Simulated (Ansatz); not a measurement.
Niobium, bcc: convergence with Fermi-Dirac smearing

Computed with Ansatz, LDA, scalar-relativistic PAW, on the relaxed cell (a = 3.246 Å; spin not included). Errors count from a run at 420 eV on a Γ-centred 22×22×22 mesh with Fermi-Dirac smearing of 0.1 eV, extrapolated to zero width. Fixed here: cutoff 420 eV, mesh 14×14×14. The SCF starts from atomic densities corrected by a trained network.

```json
{"width (eV)": "0.01", "E(σ→0) error (meV/atom)": "5.9", "F error (meV/atom)": "5.6", "P (GPa)": "0.08", "SCF iterations": "6"}
{"width (eV)": "0.03", "E(σ→0) error (meV/atom)": "5.7", "F error (meV/atom)": "3.5", "P (GPa)": "0.13", "SCF iterations": "6"}
{"width (eV)": "0.1", "E(σ→0) error (meV/atom)": "5.1", "F error (meV/atom)": "-19.2", "P (GPa)": "0.51", "SCF iterations": "6"}
{"width (eV)": "0.2", "E(σ→0) error (meV/atom)": "-3.9", "F error (meV/atom)": "-84.7", "P (GPa)": "1.18", "SCF iterations": "6"}
{"width (eV)": "0.3", "E(σ→0) error (meV/atom)": "-17.0", "F error (meV/atom)": "-179.3", "P (GPa)": "2.13", "SCF iterations": "6"}
{"width (eV)": "1.0", "E(σ→0) error (meV/atom)": "-49.3", "F error (meV/atom)": "-1684.3", "P (GPa)": "17.76", "SCF iterations": "6"}
```

**Question.** What does the run at 0.6 give (width)?

**Answer.** E(σ→0) error (meV/atom): -41.6; F error (meV/atom): -633.5; P (GPa): 7.02; SCF iterations: 6.
